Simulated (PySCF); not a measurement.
Species: C3H7Cl.
Cartesian coordinates in Å at the GFN2-xTB level; atoms count from 1:
```xyz
11
C3H7Cl angstrom
C     -1.2738   -0.0336    0.4070
C     -0.0175   -0.5058   -0.3165
C      1.1287    0.4652   -0.0896
Cl     2.6007   -0.0856   -0.9358
H     -1.0948    0.0397    1.4773
H     -2.0874   -0.7347    0.2417
H     -1.5815    0.9434    0.0416
H      0.2693   -1.4941    0.0471
H     -0.2149   -0.5865   -1.3868
H      1.3829    0.5390    0.9680
H      0.8936    1.4558   -0.4799
```

Computed, not measured: B3LYP/def2-SVPD in PySCF (dipole) on a GFN2-xTB geometry, gas phase.

Masses are those of the commonest isotopes; rigid-rotor values at the optimised geometry. The values belong to one conformer with, in the numbering `[CH3:1][CH2:2][CH2:3][Cl:4]`, C1–C2–C3–Cl4 180°.

Task: Give the principal moments of inertia and the rotational constants in MHz.

Result: Ia = 19.55, Ib = 210.01, Ic = 220.08 u·Å²; 505379 MHz·u·Å²/I gives A = 25846, B = 2406, C = 2296 MHz.

Task: What kind of rotor is it?

Result: A near-prolate asymmetric top: κ = (2 × 2406 − 25846 − 2296)/(25846 − 2296) = -0.99.

Task: What does the inertial defect say?

Result: Not planar: Δ = Ic − Ia − Ib = -9.48 u·Å². For a rigid frame Δ = −2 Σ m c², so Σ m c² = 4.74 u·Å² lies off the ab plane, practically all of it from hydrogen. The atom farthest from that plane is 0.89 Å away.

Task: Give the other two planar moments, Paa and Pbb, and the rms extents of the mass along the axes.

Result: Paa = Σ m a² = (Ib + Ic − Ia)/2 = 205.27 and Pbb = Σ m b² = (Ia + Ic − Ib)/2 = 14.81 u·Å². With the mass M = 78.02 u, the rms extents √(P/M) along a, b and c are 1.62, 0.44, 0.25 Å.

Task: List the rotational levels J(Ka,Kc) to J = 4 (cm⁻¹).

Result: Above 0(0,0):
J = 1: 1(0,1) 0.1569, 1(1,1) 0.9387, 1(1,0) 0.9424
J = 2: 2(0,2) 0.4706, 2(1,2) 1.2488, 2(1,1) 1.2598, 2(2,1) 3.6054, 2(2,0) 3.6054
J = 3: 3(0,3) 0.9411, 3(1,3) 1.7139, 3(1,2) 1.7359, 3(2,2) 4.0760, 3(2,1) 4.0761, 3(3,1) 7.9945, 3(3,0) 7.9945
J = 4: 4(0,4) 1.5685, 4(1,4) 2.3340, 4(1,3) 2.3707, 4(2,3) 4.7035, 4(2,2) 4.7037, 4(3,2) 8.6220, 4(3,1) 8.6220, 4(4,1) 14.1079, 4(4,0) 14.1079

Task: Predict some low-J microwave lines.

Result: The dipole components are |μa| = 2.17 D, |μb| = 0.54 D, |μc| = 0.00 D; the mirror of this Cs structure is the ab plane, so μc vanishes by symmetry and there are no c-type lines. The squared components, which scale the intensities, stand as 1.00 : 0.06 (a : b). Some lines, for components of 0.1 D or more:

```csv
type,branch,"J(Ka,Kc)",MHz,lower level (cm⁻¹)
a,Q,"2(1,1) ← 2(1,2)",330,1.249
a,R,"1(0,1) ← 0(0,0)",4703,0.000
a,R,"2(1,2) ← 1(1,1)",9295,0.939
a,R,"2(0,2) ← 1(0,1)",9405,0.157
a,R,"2(1,1) ← 1(1,0)",9516,0.942
b,Q,"1(1,0) ← 1(0,1)",23550,0.157
b,Q,"2(1,1) ← 2(0,2)",23660,0.471
b,R,"1(1,1) ← 0(0,0)",28142,0.000
b,R,"2(1,2) ← 1(0,1)",32735,0.157
b,Q,"2(2,0) ← 2(1,1)",70319,1.260
b,Q,"2(2,1) ← 2(1,2)",70649,1.249
b,R,"2(2,1) ← 1(1,0)",79835,0.942
b,R,"2(2,0) ← 1(1,1)",79945,0.939
```

Task: Estimate the classical rotational partition function at 10 K, 200 K and 500 K.

Result: Point group Cs, symmetry number σ = 1; q = (√π/σ)·√((kT/h)³/(ABC)), k/h = 20836.6 MHz/K: 446 at 10 K, 39900 at 200 K, 158000 at 500 K.

Not checked by GFN2-xTB frequencies. Zero-point vibration and centrifugal distortion are left out. A rigid rotor knows nothing of internal rotation, which can split or shift real lines. Quadrupole hyperfine structure (35Cl) is left out.

On Arm Neoverse V1, one thread (shared host), this took 15 s. This is the B3LYP/def2-SVPD job that gave the dipole, with the excitations it also computed.
